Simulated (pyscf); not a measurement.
Single points on ωB97X-D3(BJ)/def2-SVP structures (PySCF, gas phase). Correlated levels are frozen-core, on RHF or UHF. ΔMP2 is the change of the MP2 total energy from the triple- to the quadruple-zeta basis.

How much does it cost (ΔH, 298 K, CCSD(T)/def2-TZVPP + ΔMP2(QZVPP)) to split HO–P: [singlet] at its H–O bond into O=P• + H•?

H–O to O=P• + H•: 1.40 eV. The radicals are drawn with the spin at the cut bond; how far it spreads was not checked. HO–P: [singlet] lies 1.39 eV over its isomer O=PH, and others may lie lower still (electronic energy, ωB97M-D3(BJ)). A restricted singlet here is unstable towards spin polarisation, as is usual where a triplet lies low; its energy is less safe. The CCSD(T) − MP2 part came from Ansatz, without density fitting, on the same reference. The term symbol of open-shell O=P• was not checked; spin-orbit terms are left out.
